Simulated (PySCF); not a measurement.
Gas-phase reaction: HCHO (formaldehyde) + C4H10 (isobutane) = C4H8 (cis-2-butene) + CH3OH

Computed with PySCF and rigid-rotor harmonic-oscillator thermochemistry at 1 bar. 'Table' is the NASA 1993 thermochemical table (part measured, part estimated). S°(298 K) at PBE0/def2-TZVP differs from the NASA 1993 table for C4H8 (cis-2-butene) (-6 J/mol/K); whether the harmonic model or the table's entry is off was not settled. † marks an energy on the PBE0/def2-TZVP geometry and frequencies. CCSD(T) freezes the core. All species are closed-shell singlets. B3LYP is the form with VWN-RPA correlation. CCSD(T) isn't extrapolated to the basis-set limit. The harmonic model lacks anharmonicity and excited electronic states, which grow with temperature; levels with a mode under 35 cm⁻¹ are left out. Internal rotation in C4H10 (isobutane), C4H8 (cis-2-butene), CH3OH is treated as a harmonic vibration of one conformer, which makes the entropy rough. The table's entry may be an old estimate for C4H8 (cis-2-butene) (not checked at source).

```csv
level,"ΔH°(298 K), kJ",minus table,"ΔG°(1800 K), kJ"
table,35.2,-,1.8
B3LYP/def2-TZVP†,33.8,-1.4,-8.7
BLYP/def2-TZVP†,34.4,-0.8,-8.1
CCSD(T)/def2-SVP†,64.7,29.5,22.2
PBE/def2-TZVP†,35.3,0.1,-7.2
ωB97M-V/def2-TZVP†,42.3,7.1,-0.2
```
